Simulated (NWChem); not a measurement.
System: hydrogen sulfide (H2S); SMILES S

```xyz
3

S      0.0000     0.0000     0.1136
H      0.9715     0.0000    -0.8224
H     -0.9715     0.0000    -0.8224
```
Atoms are numbered in this order, from 1.

Program: NWChem. The geometry was optimised at PBE0/def2-SVP. Level: PBE0/def2-SVP with SMD (1 M gas to 1 M solution), gas-phase geometry.

**Question.** Estimate the computed values for solvent n-hexane. Quantities: solvation free energy (kcal/mol); cavity-dispersion-structure term (kcal/mol); dipole in solution (D).

**Answer.** 
| Property | Result |
|---|---|
| solvation free energy (kcal/mol) | -2.4 |
| cavity-dispersion-structure term (kcal/mol) | -1.3 |
| dipole in solution (D) | 1.49 |
